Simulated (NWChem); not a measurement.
# SiH3OF (SMILES O[SiH2]F): CAM-B3LYP/6-311++G(2d,2p)

What is the vertical ionisation energy of SiH3OF at CAM-B3LYP/6-311++G(2d,2p)? 

Program for the calculation: NWChem 7.3.0.

## (1) The system as given

SiH3OF: 6 atoms, total charge 0, spin state singlet. As SMILES, `O[SiH2]F`. The coordinates come from a PBE0-D4/def2-TZVP relaxation. This is one conformer, not always the lowest.

Bond lengths: O1–Si2 1.630 Å, Si2–F3 1.596 Å, O1–H4 0.958 Å, Si2–H5 1.474 Å, Si2–H6 1.482 Å. Angles: O1–Si2–F3 111.0°, O1–Si2–H5 106.4°, O1–Si2–H6 111.7°, F3–Si2–H5 108.2°, F3–Si2–H6 106.0°, Si2–O1–H4 119.1°, H5–Si2–H6 113.7°.

## (2) The energy at CAM-B3LYP/6-311++G(2d,2p)

File sp.nw:

```
start sp
title "FH3OSi"
memory 2200 mb

geometry units angstrom noautosym nocenter noautoz
 O     -0.853500    -0.209200    -0.924100
 Si     0.378300    -0.009300     0.123900
 F      0.180800    -0.922800     1.417800
 H     -1.714200     0.150200    -0.705600
 H      1.595600    -0.458500    -0.575800
 H      0.455100     1.385600     0.617600
end

basis spherical bse
 * library "6-311++G(2d,2p)"
end

dft
 xc xcamb88 1.00 lyp 0.81 vwn_5 0.19 hfexch 1.00
 cam 0.33 cam_alpha 0.19 cam_beta 0.46
 grid fine
 convergence energy 1e-08
 direct
 iterations 100
 mulliken
 noprint "final vectors analysis"
end

task dft energy
```

Launch:

```bash
$ nwchem sp.nw > sp.out
```

Output:

```text
[...]
          Wavefunction type:  closed shell.
          No. of atoms     :     6
          No. of electrons :    34
[...]
          Charge           :     0
          Spin multiplicity:     1
[...]
          AO basis - number of functions:   119
[...]
              XC Information
              --------------
                     Hartree-Fock (Exact) Exchange  1.000
                   CAM-Becke88 Exchange Functional  1.000
                      VWN V Correlation Functional  0.190 local
              Lee-Yang-Parr Correlation Functional  0.810
[...]
 d= 0,ls=0.0,diis     1   -466.4208371005 -5.86D+02  6.52D-03  1.27D+00     7.1
[...]
 d= 0,ls=0.0,diis    10   -466.5078399691 -5.91D-10  2.20D-07  4.86D-10    72.2
         Total DFT energy =     -466.507839969140
      One electron energy =     -884.074431588918
           Coulomb energy =      339.220707420498
    Exchange-Corr. energy =      -41.182554263333
 Nuclear repulsion energy =      119.528438462613
[...]
      Total Density - Mulliken Population Analysis
     ---------------------------------------------
    Atom       Charge   Shell Charges
 -----------   ------   -------------------------------------------------------
    1 O    8     8.73   1.08  0.91  0.99  0.97  2.09  0.92  1.67 -0.03  0.10  0.00  0.02
    2 Si  14    12.67   0.79  1.18  0.95  1.04  0.78  0.11  1.98  3.89  0.67  0.68  0.18  0.08  0.00  0.10  0.24
    3 F    9     9.53   1.08  0.92  1.19  1.06  2.35  0.95  1.89 -0.02  0.10  0.00  0.01
    4 H    1     0.73   0.26  0.32  0.08 -0.00  0.02  0.05
    5 H    1     1.16   0.25  0.60  0.31 -0.02  0.00  0.02
    6 H    1     1.17   0.25  0.60  0.32 -0.02  0.00  0.01
[...]
```

Wall time 73 s (1 thread of Intel Xeon Platinum 8488C (Sapphire Rapids), shared host); peak memory 0.11 GiB.

## (3) The doublet cation

File nw.nw:

```
start nw
title "FH3OSi energy"
memory stack 880 mb heap 220 mb global 1100 mb
charge 1

geometry units angstrom noautosym nocenter noautoz
   O       -0.853500      -0.209200      -0.924100
   Si       0.378300      -0.009300       0.123900
   F        0.180800      -0.922800       1.417800
   H       -1.714200       0.150200      -0.705600
   H        1.595600      -0.458500      -0.575800
   H        0.455100       1.385600       0.617600
end

basis spherical bse
   * library "6-311++G(2d,2p)"
end

dft
   xc xcamb88 1.00 lyp 0.81 vwn_5 0.19 hfexch 1.00
   cam 0.33 cam_alpha 0.19 cam_beta 0.46
   mult 2
   grid fine
   convergence energy 1e-08
   direct
   iterations 100
   mulliken
   print low
end

task dft energy
```

Launch:

```bash
$ nwchem nw.nw > nw.out
```

Output:

```text
[...]
 d= 0,ls=0.0,diis     1   -465.7594482264 -5.85D+02  6.82D-03  9.45D-01     7.7
[...]
 d= 0,ls=0.5,diis    44   -466.0606519036 -5.26D-09  1.24D-07  2.33D-09   345.5
[...]
         Total DFT energy =     -466.060651906087
      One electron energy =     -874.691229363744
           Coulomb energy =      329.899563677790
    Exchange-Corr. energy =      -40.797424682747
 Nuclear repulsion energy =      119.528438462613
[...]
      Total Density - Mulliken Population Analysis
     ---------------------------------------------
    Atom       Charge   Shell Charges
 -----------   ------   -------------------------------------------------------
    1 O    8     8.50   1.08  0.91  0.98  0.99  2.07  0.92  1.55 -0.04  0.03  0.00  0.02
    2 Si  14    12.64   0.79  1.18  0.95  1.04  0.84  0.08  1.98  3.89  0.67  0.68  0.17  0.07  0.00  0.09  0.24
    3 F    9     9.39   1.08  0.92  1.18  1.08  2.34  0.95  1.82 -0.03  0.04  0.00  0.01
    4 H    1     0.67   0.25  0.30  0.06 -0.00  0.02  0.04
    5 H    1     0.93   0.23  0.54  0.17 -0.03  0.00  0.02
    6 H    1     0.87   0.21  0.51  0.14 -0.03  0.00  0.02
[...]
      <S2> =      0.7633 (Exact =     0.7500)
[...]
```

It took 5.9 min on 1 thread of Intel Xeon Platinum 8488C (Sapphire Rapids), shared host; peak memory 0.11 GiB.

## (4) Summary of results

At CAM-B3LYP/6-311++G(2d,2p):

| quantity | value |
| --- | --- |
| singlet SiH3OF: total energy | -466.50784 Eh |
| singlet SiH3OF: dipole moment | 1.67 D |
| doublet cation: total energy | -466.06065 Eh |
| doublet cation: ⟨S²⟩ | 0.763 |
| vertical ionisation energy (to the doublet cation) | 12.169 eV |

What this shows: The vertical ionisation energy comes to 12.17 eV (281 kcal/mol). Mulliken charges (singlet SiH3OF) run from -0.73 on O1 to +1.33 on Si2; in a basis this large or diffuse they mean little. Mulliken charges (doublet cation) run from -0.50 on O1 to +1.36 on Si2; in a basis this large or diffuse they mean little.
